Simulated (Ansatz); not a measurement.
N2, SMILES N#N (connectivity only; charge and spin as stated), charge +1, multiplicity 2.

Geometry optimised at B3LYP-D3(BJ)/def2-TZVPD.

Two levels are set side by side: PBE/def2-TZVPD (Ansatz, a program for electronic structure) and PBE0/def2-TZVPD (Ansatz). Energy differences of separate SCF runs at the same geometry; the states with an electron removed or added have multiplicity 3 and 1. Differences are taken from unrounded values.

```tsv
quantity	PBE0
vertical ionisation energy (eV)	28.20
vertical electron affinity (eV)	15.73
```

What does PBE give, and how far is it from PBE0? (An estimate is asked for; the answer gives what the named calculation found.)


```
quantity                           PBE  PBE minus PBE0
-------------------------------  -----  --------------
vertical ionisation energy (eV)  28.35            0.14
vertical electron affinity (eV)  15.37           -0.35
```
